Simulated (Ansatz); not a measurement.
A made-up structure of LiAlH$_{3}$S (charge +1), closed shell:

```
atom    x (Å)    y (Å)    z (Å)
 Li1  -2.4317  -1.9791  -0.0469
  S2   0.5022   1.1158   0.2087
 Al3  -0.1335  -1.0555   0.2085
  H4   0.6887  -1.5643  -0.9644
  H5   1.5394   1.3775  -0.6312
  H6  -0.2688   1.8347   1.0679
```

It is relaxed with PBE-D4/def2-SVP and then PBE0-D4/def2-TZVP (Ansatz 0.2.0). Atoms count as bonded within 1.22 times the sum of their covalent radii (H–H: 0.88 Å). The end point is not checked to be a true minimum.

(1) Does its bonding change? (A judgement: the text doesn't fix the answer.)

## Answers

(1) By the calculation: No: no bond forms or breaks.

Where it ends: The first stage lowers the energy by 1.59 eV in 12 steps. It ends as LiAlH₃S ([Li][AlH][SH2]), total charge +1:
```
6
angstrom
Li -2.6742 -2.0352 0.5347
S 0.3344 1.2895 -0.3247
Al -0.2826 -1.1557 -0.3178
H 1.1325 -1.4154 -1.0104
H 1.5849 1.2291 0.1687
H -0.1986 1.8169 0.7921
```

Labels in which every atom is bracketed show which atoms are joined, not bond orders.

For scale, one of the runs: PBE0-D4/def2-TZVP relaxation, 106 basis functions, launched by `ansatz run in.yaml --threads 2 --pin off --events-out ev --progress --plain --max-ram 4352MiB`. The run took about 12 s on 2 CPU threads of an Arm Neoverse V2 (shared host).
